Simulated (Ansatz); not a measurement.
# CH2F2, SMILES FCF: a relaxed scan of one distance

Program: the Ansatz DFT code, driven from Python.

`ch2f2.xyz`
```text
5

F    -1.02680    0.18490    0.73040
C    -0.01150   -0.01180   -0.08030
F     1.02920   -0.18800    0.71710
H    -0.10830   -0.90540   -0.66510
H     0.16730    0.84670   -0.74350
```

Notebook, run cell by cell (the value of a cell's last expression is shown):

**Cell 1**
```python
import ansatz as az
import numpy as np
```

**Cell 2**
```python
mol = az.Crystal.molecule_from_extxyz("ch2f2.xyz")
```

**Cell 3**
```python
job = (
    mol.calculation()
    .basis(gaussian="def2-SVP")
    .functional("b3lyp")
)
symbols = [site.symbol for site in mol.cartesian_sites]
pairs = [(0, 1), (1, 2), (1, 3), (1, 4)]
print("held (A)   E (eV)        ", "  ".join(f"{symbols[i]}{i}-{symbols[j]}{j}" for i, j in pairs))
for length in [0.99, 1.07, 1.16, 1.29, 1.45]:
    data = job.relax(constraints=[az.DistanceConstraint((1, 3), at=length)], force_tolerance=0.02, max_steps=60).run().report
    xyz = np.array(data["positions_ang"])
    print(f"{length:6.2f} {data['free_energy_ev']:14.5f}  ", "  ".join(f"{np.linalg.norm(xyz[i] - xyz[j]):.3f}" for i, j in pairs))
```
Output:
```text
held (A)   E (eV)         F0-C1  C1-F2  C1-H3  C1-H4
DeckWarning: relax.constraints: the input's atoms, or those drawn, lie off the distances that are held; a relaxation that starts there is brought onto them ahead of its first SCF, by positions alone, an atom by 4.12e-2 Å at the most. With the symmetry [...]
  0.99    -6497.74104   1.356  1.356  0.990  1.106
  1.07    -6497.98854   1.354  1.354  1.070  1.105
  1.16    -6497.96655   1.350  1.350  1.160  1.105
  1.29    -6497.62361   1.344  1.344  1.290  1.104
  1.45    -6496.98520   1.336  1.336  1.450  1.102
```

Reading the output:
- Total energies depend on the basis set; only differences at equal settings carry meaning.
- Warnings are shown shortened and without file and line.
- The energies are electronic: no zero-point or thermal terms, and the basis set is short of its limit.
- b3lyp holds the VWN-RPA fit, as in Gaussian; the form of ORCA and Turbomole is b3lyp5.
- Finished in 32 s on 1 thread of Arm Neoverse V1, with other jobs on the host, peak memory 0.18 GiB.
